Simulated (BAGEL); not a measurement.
# C2H3F3 (1,1,1-trifluoroethane): a chain of runs

We compute a single-point energy (HF/x2c-SVPall), then a single-point energy (NEVPT2(2,2)/x2c-SVPall) of C2H3F3 (1,1,1-trifluoroethane). 

The results are computed with BAGEL 1.2.2.

4 further runs of the same task are left out: 1 that didn't finish, 3 set aside as unsound or not needed.

## Step 1: The molecule

C2H3F3 has 8 atoms, charge 0, and is taken as a singlet. SMILES: `CC(F)(F)F`. The C1–H7 distance was set to 3.267 Å, away from the relaxed value. At this shape a bond of the SMILES string is far longer than usual.

Bond lengths: C1–C2 1.497 Å, C2–F3 1.341 Å, C2–F4 1.341 Å, C2–F5 1.341 Å, C1–H6 1.089 Å, C1–H8 1.089 Å. Angles: C1–C2–F3 111.8°, C1–C2–F4 111.8°, C1–C2–F5 111.8°, F3–C2–F4 107.1°, F3–C2–F5 107.1°, F4–C2–F5 107.1°, C2–C1–H6 109.3°, C2–C1–H8 109.3°, H6–C1–H8 109.6°.

## Step 2: The energy at HF/x2c-SVPall (DKH2, density fitting with qzvpp-jkfit) (run 1)

input.json reads:

```json
{ "bagel" : [

{
  "title" : "molecule",
  "basis" : "x2c-svpall.json",
  "df_basis" : "qzvpp-jkfit",
  "dkh" : true,
  "finite_nucleus" : true,
  "geometry" : [
    { "atom" : "C", "xyz" : [ -0.69958417,  3.78827160,  0.36302395 ] },
    { "atom" : "C", "xyz" : [  1.51706457,  4.26334875, -1.32865888 ] },
    { "atom" : "F", "xyz" : [  3.66228167,  3.33379247, -0.35053664 ] },
    { "atom" : "F", "xyz" : [  1.21017305,  3.18979534, -3.60388913 ] },
    { "atom" : "F", "xyz" : [  1.88858473,  6.73964586, -1.71832041 ] },
    { "atom" : "H", "xyz" : [ -0.37114977,  4.69023788,  2.18358610 ] },
    { "atom" : "H", "xyz" : [ -1.39461788, -2.29526135,  1.15500061 ] },
    { "atom" : "H", "xyz" : [ -2.39504645,  4.57175205, -0.50152575 ] }
  ]
},
{ "title" : "hf" },
{ "title" : "print", "file" : "orbitals.molden", "orbitals" : true }

]}
```

The basis set x2c-SVPall is read from a file made from the Basis Set Exchange's data (not shown).

Launch:

```
$ BAGEL_NUM_THREADS=1 BAGEL input.json > input.out
```

What it wrote:

```text
* using 1 threads per process

  ===============================================================
  ===============================================================

  *** Geometry ***

  { "atom" : "C", "xyz" : [     -0.699584,      3.788272,      0.363024 ] },
  { "atom" : "C", "xyz" : [      1.517065,      4.263349,     -1.328659 ] },
  { "atom" : "F", "xyz" : [      3.662282,      3.333792,     -0.350537 ] },
  { "atom" : "F", "xyz" : [      1.210173,      3.189795,     -3.603889 ] },
  { "atom" : "F", "xyz" : [      1.888585,      6.739646,     -1.718320 ] },
  { "atom" : "H", "xyz" : [     -0.371150,      4.690238,      2.183586 ] },
  { "atom" : "H", "xyz" : [     -1.394618,     -2.295261,      1.155001 ] },
  { "atom" : "H", "xyz" : [     -2.395046,      4.571752,     -0.501526 ] },

  Number of auxiliary basis functions:      435

  Since a DF basis is specified, we compute 2- and 3-index integrals:
    o Being stored without compression. Storage requirement is 0.025 GB

  Number of basis functions:       85
  Number of electrons      :       42

    * METHOD: MOLECULE                             0.19

  *** RHF ***

  === Nuclear Repulsion ===
   197.2933222770

      * DIIS with orbital gradients will be used.

  === RHF iteration (x2c-svpall.json) ===
      0       -374.38976798          0.02198895           0.05
      1       -374.46532822          0.02079912           0.05
      2       -374.77511534          0.00646063           0.05
      3       -374.80378524          0.00334684           0.05
      4       -374.81014402          0.00089169           0.05
      5       -374.81060565          0.00026450           0.05
      6       -374.81064518          0.00008772           0.05
      7       -374.81065033          0.00001725           0.05
      8       -374.81065060          0.00000339           0.05
      9       -374.81065062          0.00000112           0.05
     10       -374.81065062          0.00000034           0.05
     11       -374.81065062          0.00000011           0.05
     12       -374.81065062          0.00000004           0.05
     13       -374.81065062          0.00000002           0.06
     14       -374.81065062          0.00000001           0.05
    * SCF iteration converged.

    * Permanent dipole moment:
           (    0.658610,    -0.578594,    -0.471063) a.u.

    * METHOD: HF                                   0.97

    * METHOD: PRINT                                0.03

  ===============================================================
```

Wall time 1.4 s (1 thread of AMD EPYC 7B13 (Zen 3), shared host).

## Step 3: A single-point energy at NEVPT2(2,2)/x2c-SVPall (DKH2, density fitting with qzvpp-jkfit, 2 states averaged) (run 2)

job.json reads:

```json
{ "bagel" : [

{
  "title" : "molecule",
  "basis" : "x2c-svpall.json",
  "df_basis" : "qzvpp-jkfit",
  "angstrom" : false,
  "dkh" : true,
  "finite_nucleus" : true,
  "geometry" : [
    { "atom" : "C", "xyz" : [ -0.69958417,  3.78827160,  0.36302395 ] },
    { "atom" : "C", "xyz" : [  1.51706457,  4.26334875, -1.32865888 ] },
    { "atom" : "F", "xyz" : [  3.66228167,  3.33379247, -0.35053664 ] },
    { "atom" : "F", "xyz" : [  1.21017305,  3.18979534, -3.60388913 ] },
    { "atom" : "F", "xyz" : [  1.88858473,  6.73964586, -1.71832041 ] },
    { "atom" : "H", "xyz" : [ -0.37114977,  4.69023788,  2.18358610 ] },
    { "atom" : "H", "xyz" : [ -1.39461788, -2.29526135,  1.15500061 ] },
    { "atom" : "H", "xyz" : [ -2.39504645,  4.57175205, -0.50152575 ] }
  ]
},
{
  "title" : "hf"
},
{
  "title" : "nevpt2",
  "nstate" : 2,
  "nact" : 2,
  "nclosed" : 20,
  "active" : [21, 22],
  "maxiter" : 200,
  "natocc" : true,
  "ncore" : 5
}

]}
```

The basis set x2c-SVPall is read from a file made from the Basis Set Exchange's data (not shown).

Launch:

```
$ BAGEL_NUM_THREADS=1 BAGEL job.json > job.out
```

What it wrote:

```text
* using 1 threads per process

  ===============================================================
  ===============================================================

  *** Geometry ***

  { "atom" : "C", "xyz" : [     -0.699584,      3.788272,      0.363024 ] },
  { "atom" : "C", "xyz" : [      1.517065,      4.263349,     -1.328659 ] },
  { "atom" : "F", "xyz" : [      3.662282,      3.333792,     -0.350537 ] },
  { "atom" : "F", "xyz" : [      1.210173,      3.189795,     -3.603889 ] },
  { "atom" : "F", "xyz" : [      1.888585,      6.739646,     -1.718320 ] },
  { "atom" : "H", "xyz" : [     -0.371150,      4.690238,      2.183586 ] },
  { "atom" : "H", "xyz" : [     -1.394618,     -2.295261,      1.155001 ] },
  { "atom" : "H", "xyz" : [     -2.395046,      4.571752,     -0.501526 ] },

  Number of auxiliary basis functions:      435

  Since a DF basis is specified, we compute 2- and 3-index integrals:
    o Being stored without compression. Storage requirement is 0.025 GB

  Number of basis functions:       85
  Number of electrons      :       42

    * METHOD: MOLECULE                             0.19

  *** RHF ***

  === Nuclear Repulsion ===
   197.2933222770

      * DIIS with orbital gradients will be used.

  === RHF iteration (x2c-svpall.json) ===
      0       -374.38976798          0.02198895           0.06
      1       -374.46532822          0.02079912           0.05
      2       -374.77511534          0.00646063           0.05
      3       -374.80378524          0.00334684           0.05
      4       -374.81014402          0.00089169           0.05
      5       -374.81060565          0.00026450           0.05
      6       -374.81064518          0.00008772           0.05
      7       -374.81065033          0.00001725           0.05
      8       -374.81065060          0.00000339           0.05
      9       -374.81065062          0.00000112           0.05
     10       -374.81065062          0.00000034           0.05
     11       -374.81065062          0.00000011           0.05
     12       -374.81065062          0.00000004           0.05
     13       -374.81065062          0.00000002           0.06
     14       -374.81065062          0.00000001           0.05
    * SCF iteration converged.

    * Permanent dipole moment:
           (    0.658610,    -0.578594,    -0.471063) a.u.

    * METHOD: HF                                   0.96

    * freezing 5 orbitals
  ---------------------------
      CASSCF calculation
  ---------------------------

    ==== Active orbitals : =====
         Orbital 21
         Orbital 22
    ============================

    * nstate   :      2
    * nclosed  :     20
    * nact     :      2
    * nvirt    :     63
  === CASSCF iteration (x2c-svpall.json) ===

    * Using the second-order algorithm

      0  0      -374.94447156     7.46e-03      0.02
      0  1      -374.61959135     0.00e+00      0.02

      1  0      -374.93723793     1.72e-04      0.28
      1  1      -374.64487640     0.00e+00      0.28

      2  0      -374.93698056     8.78e-06      0.27
      2  1      -374.64515871     0.00e+00      0.27

      3  0      -374.93696615     1.07e-06      0.25
      3  1      -374.64517321     0.00e+00      0.25

      4  0      -374.93696459     1.28e-07      0.24
      4  1      -374.64517477     0.00e+00      0.24

      5  0      -374.93696440     1.52e-08      0.24
      5  1      -374.64517495     0.00e+00      0.24

      6  0      -374.93696438     1.81e-09      0.19
      6  1      -374.64517498     0.00e+00      0.19

    * Second-order optimization converged. *

     guess   0:   closed ..                   open 11
     guess   1:   closed 1.                   open ..

  === FCI iteration ===

      0  0      -374.93695791     8.50e-04      0.00
      0  1      -374.64511625     1.51e-03      0.00

      1  0 *    -374.93696438     4.51e-16      0.00
      1  1 *    -374.64517498     4.40e-16      0.00

     * ci vector, state   0, <S^2> = 0.0000
       ab     0.6939802446
       ba     0.6939802446
       2.    -0.1917507798

     * ci vector, state   1, <S^2> = 0.0000
       2.    -0.9812430966
       ba    -0.1356149700
       ab    -0.1356149700

  === DF-NEVPT2 calculation ===

    * 3-index integral transformation done
    * assembly done

      NEVPT2 state 0 correlation energy:   -0.8214874060      0.21

          (+0)     -0.7500142161
          (+0)'    -0.0181304436
          (+1)     -0.0108922697
          (+1)'    -0.0009670843
          (+2)     -0.0000579338
          (-1)     -0.0311356650
          (-1)'    -0.0100825596
          (-2)     -0.0002072339

      NEVPT2 state 0 total energy:       -375.7584517864

    * METHOD: NEVPT2                               2.03

  ===============================================================
```

Run time: 3.6 s. Hardware: 1 thread of AMD EPYC 7B13 (Zen 3), shared host.

## Step 4: Results

| quantity | value |
| --- | --- |
| run 1, HF/x2c-SVPall: total energy | -374.81065 Eh |
| run 1, HF/x2c-SVPall: dipole moment | 2.53 D |
| run 1, HF/x2c-SVPall: HOMO energy | -8.60 eV |
| run 1, HF/x2c-SVPall: LUMO energy | -2.62 eV |
| run 1, HF/x2c-SVPall: HOMO–LUMO gap | 5.97 eV |
| run 2, NEVPT2(2,2)/x2c-SVPall: energy of root 0 | -375.75845 Eh |

**Reading.** One bond (run 1, HF/x2c-SVPall) is far stretched, which a spin-restricted single reference describes badly; a broken-symmetry solution may lie lower.
